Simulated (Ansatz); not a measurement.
C₃H₇FO (`COCCF`) from Hartree–Fock to CCSD(T)

Cartesian coordinates in Å:
```
C -0.6404 -0.4195 1.4940
O -0.9285 0.5164 0.4827
C -0.4418 0.1733 -0.7844
C 1.0241 0.4542 -0.9920
F 1.8173 -0.4742 -0.3355
H -1.1968 -0.1103 2.3793
H -0.9672 -1.4271 1.2035
H 0.4267 -0.4573 1.7339
H -0.6437 -0.8847 -1.0107
H -0.9981 0.7825 -1.5045
H 1.2817 1.4454 -0.6074
H 1.2666 0.4015 -2.0588
```

Total charge 0; spin multiplicity 1. The geometry is a stationary point of PBE0-D4/def2-TZVP. It is one conformer, not always the lowest. Frozen core, restricted reference, the Gaussian-basis code of Ansatz. CBS rows extrapolate triple and quadruple zeta; past MP2 they add the triple-zeta difference.

```
     basis     HF (Eh)  MP2 corr.
  def2-SVP  -291.72996   -0.79042
def2-TZVPP  -292.07809   -1.00529
def2-QZVPP  -292.09164   -1.08201
```

**Question.** Estimate the CCSD correlation energy and the (T) correction in each basis where they were run (hartree).

**Answer.** 
| basis | CCSD corr. | (T) |
| --- | --- | --- |
| def2-SVP | -0.84048 | -0.02015 |
| def2-TZVPP | -1.04251 | -0.03672 |
| CBS(def2) | -1.17606 | as TZ |
